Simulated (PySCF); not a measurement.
Species: nitric acid, HNO₃.
SMILES: `O=[N+]([O-])O`

Torsions of this conformer, `[O:1]=[N+:2]([O-:3])[OH:4]`: H–O4–N2–O1 0°.

The closed-shell ground state was solved at several levels (PySCF, density fitting, gas phase, non-relativistic). The structure is a single PBE0-D3(BJ)/def2-SVP conformer in the gas phase; no vibrational or solvent corrections.

```csv
level,basis functions,HOMO (eV),LUMO (eV),gap (eV),dipole (D)
PBE0/def2-SVP,61,-9.29,-1.69,7.60,2.47
PBE0/6-31G*,58,-9.18,-1.52,7.66,2.46
PBE0/def2-TZVP,130,-9.48,-1.87,7.61,2.47
PBE0/def2-TZVPD,166,-9.54,-2.00,7.54,2.40
PBE0/6-31+G*,74,-9.58,-2.07,7.51,2.54
PBE0/aug-cc-pVTZ,207,-9.54,-2.00,7.54,2.40
```

Problem. Estimate the row for PBE0/aug-cc-pVDZ, a basis of 101 functions; the other rows only guide the guess.

Solution. HOMO -9.52 eV, LUMO -2.02 eV, gap 7.50 eV, dipole 2.41 D.

Problem. How much does the basis alone move the frontier levels among the 7 PBE0 rows (the withheld one included)?

Solution. The HOMO by 0.40 eV and the LUMO by 0.55 eV. By rising basis size (HOMO, LUMO in eV): 6-31G* -9.18, -1.52; def2-SVP -9.29, -1.69; 6-31+G* -9.58, -2.07; aug-cc-pVDZ -9.52, -2.02; def2-TZVP -9.48, -1.87; def2-TZVPD -9.54, -2.00; aug-cc-pVTZ -9.54, -2.00.

Problem. How far do the dipole and the HOMO energy spread over the levels?

Solution. The dipole runs from 2.40 to 2.54 D (mean 2.45 D) and the HOMO from -9.58 to -9.18 eV.
